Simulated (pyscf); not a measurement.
`[BH2][O]` [doublet] + `[H][H]` → `[BH2][OH]` + `[H]` [doublet] (hydrogen abstraction; doublet surface; H–H broken, H–O formed). Single points on ωB97X-D3(BJ)/def2-SVP structures (PySCF, gas phase). Energies in kcal/mol from the separated reactants.

| level | barrier | reaction energy |
|---|---|---|
| ωB97X-D3(BJ)/def2-TZVP | 15.0 | +2.1 |
| PBE/def2-TZVP | 9.6 | +6.1 |
| r²SCAN/def2-TZVP | 11.5 | +7.6 |
| PBE0-D3(BJ)/def2-TZVP | 11.5 | +1.9 |
| M06-2X/def2-TZVP | 14.3 | -0.3 |
| ωB97M-D3(BJ)/def2-TZVP | 14.9 | +2.0 |

The functionals in the table span 5.3 kcal/mol in this barrier, from PBE to ωB97X-D3(BJ)/def2-TZVP. One saddle was located; it need not be the lowest between these sides. The angle at the transferred H is 170°.
